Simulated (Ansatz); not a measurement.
Two isomers of C5H7N: A = `C=CC=CC=N`, B = `C=C1C=NC1C`.

Calculated with Ansatz (gas phase, PBE0-D4/def2-TZVP geometries, no zero-point term in ΔE). CBS: MP2 limit from def2 TZ/QZ plus the TZ coupled-cluster correction, frozen cores. DFT in def2-TZVPP. B3LYP here is the variant with VWN-RPA as its local correlation; programs differ in this. Each species was taken in one conformer, which may not be the lowest.

Problem. Which is lower in electronic energy at CCSD(T)/CBS, and by how much? (An estimate is asked.)

Solution. Ansatz gave: A, by 14.2 kcal/mol.

Problem. Give E(B) − E(A) in kcal/mol with r2SCAN-D4, HF/def2-TZVPP, CCSD(T)/def2-TZVPP, MP2/def2-TZVPP, PBE-D4, B3LYP, B3LYP-D4. (An estimate is asked.)

Solution. The calculation gave: r2SCAN-D4 16.3, HF/def2-TZVPP 19.0, CCSD(T)/def2-TZVPP 13.8, MP2/def2-TZVPP 12.4, PBE-D4 14.5, B3LYP 19.5, B3LYP-D4 18.3. None reverses the order clearly.

Largest T1 diagnostic: 0.012.

The D4 term adds −1.2 kcal/mol with B3LYP and −0.6 kcal/mol with PBE0; it sums over pairs of atoms, weighted by their polarisabilities, and B3LYP, whose exchange is more repulsive, gets the larger term. From PBE to PBE0 (25 % exact exchange), in def2-TZVPP and without D4, E(B) − E(A) moves by −1.9 kcal/mol.
